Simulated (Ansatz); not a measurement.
The input, for Ansatz 0.2.0:

```yaml
crystal:
  periodic: [false, false, false]
  atoms:
    - {symbol: C, position_ang: [-1.948438, 0.000000, 0.000000]}
    - {symbol: H, position_ang: [-2.311643, 1.027301, 0.000000]}
    - {symbol: H, position_ang: [-2.311644, -0.513650, 0.889668]}
    - {symbol: H, position_ang: [-2.311643, -0.513650, -0.889669]}
    - {symbol: H, position_ang: [-0.618438, 0.000000, 0.000000]}
    - {symbol: N, position_ang: [1.727646, 0.000000, 0.000000]}
    - {symbol: C, position_ang: [0.567562, 0.000000, 0.000000]}
basis:
  gaussian: {orbitals: cc-pVDZ}
magnetization: {spin_polarized: false, initial_magnetization: 1}
correlation: {method: fic_mrcisd_q, electrons: outside_noble_gas, active_space: {window: {electrons: 3, orbitals: 3}}}
```

```sh
$ ansatz run in.yaml --threads 2 --pin off --events-out ev --progress --plain --max-ram 24576MiB --backend cuda --devices 0, --max-vram 18GiB
```

Output:

```
575 factors; integrals over basis functions are off by at most 1.3e-3 eV
mean field evaluation 1: about -3599.9877 eV, gradient 2.7e1 eV
mean field evaluation 2: about -3599.9900 eV, gradient 2.7e1 eV
mean field evaluation 4: about -3602.4130 eV, gradient 4.3e0 eV
mean field evaluation 8: about -3602.5310 eV, gradient 1.3e-1 eV
mean field -3602.53115340 eV, -132.3905780043 hartree, gradient 8.2e-7 eV, S^2 0.750000; 0 other end points of the search recorded, 0 dependent functions left out
reference -3602.53115340 eV, -132.3905780043 hartree; 12, 11 occupied and 50, 51 virtual orbitals, 575 factors
state -3603.30637521 eV, -132.4190668802 hartree
contracted CI cycle   1: correlation 0.00000000 eV, 0.0000000000 hartree, residual 3.11e1 eV
contracted CI cycle   2: correlation -10.15453912 eV, -0.3731724297 hartree, residual 5.58e0 eV
contracted CI cycle   3: correlation -10.54175022 eV, -0.3874021751 hartree, residual 1.26e0 eV
contracted CI cycle   4: correlation -10.56411118 eV, -0.3882239253 hartree, residual 3.30e-1 eV
contracted CI cycle   5: correlation -10.56589187 eV, -0.3882893642 hartree, residual 1.03e-1 eV
contracted CI cycle   6: correlation -10.56605618 eV, -0.3882954029 hartree, residual 3.45e-2 eV
contracted CI cycle   7: correlation -10.56607619 eV, -0.3882961380 hartree, residual 1.18e-2 eV
contracted CI cycle   8: correlation -10.56607842 eV, -0.3882962199 hartree, residual 3.56e-3 eV
contracted CI cycle   9: correlation -10.56607863 eV, -0.3882962278 hartree, residual 1.12e-3 eV
state -3603.30637521 eV, -132.4190668802 hartree; corrected -3615.33061674 eV, -132.8609496062 hartree
Total energy: -3615.33061674 eV, -132.8609496062 hartree
```

For the same geometry and basis UCCSDT(Q) lies 385.9 meV lower.

Ran on 2 threads of AMD EPYC 7R13 with a shared H100 80 GB, shared host: 14 s wall, 0.8 GiB peak host memory.
